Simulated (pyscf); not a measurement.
Single points on ωB97X-D3(BJ)/def2-SVP structures (PySCF, gas phase).

Problem. Estimate by transition-state theory the rate constant of `[NH2][SiH][Cl]` [doublet] + `[FH]` → `[NH3]` + `[F][SiH][Cl]` [doublet] (doublet surface; N–Si, F–H broken, H–N, F–Si formed) at 900 K, with ωB97M-D3(BJ)/def2-TZVP energies (ideal gas, 1 atm, RRHO with modes under 100 cm⁻¹ raised to 100, one conformer, R ln 2 for chiral ones without a mode under 150 cm⁻¹; no tunnelling).

Solution. The electronic barrier is 10.5 kcal/mol and the thermal terms add +33.0, so ΔG‡ = 43.6 kcal/mol. With k_BT/h = 1.88e+13 s⁻¹ and RT = 1.788 kcal/mol, and a volume of 1.23e-19 cm³ per molecule at 1 atm, k = 6.0e-17 cm³ molecule⁻¹ s⁻¹. Wigner's tunnelling factor for 807i cm⁻¹ would be 1.07. A shift of 1 kcal/mol in the barrier changes k by a factor 1.7. On the reactant side the descent ends in a bound adduct, 8.5 kcal/mol under the separated species and 19.6 kcal/mol under the saddle at ωB97X-D3(BJ)/def2-TZVP. On the product side the descent ends in a bound adduct, 9.9 kcal/mol under the separated species and 38.0 kcal/mol under the saddle at ωB97X-D3(BJ)/def2-TZVP. One saddle was located; it need not be the lowest between these sides.
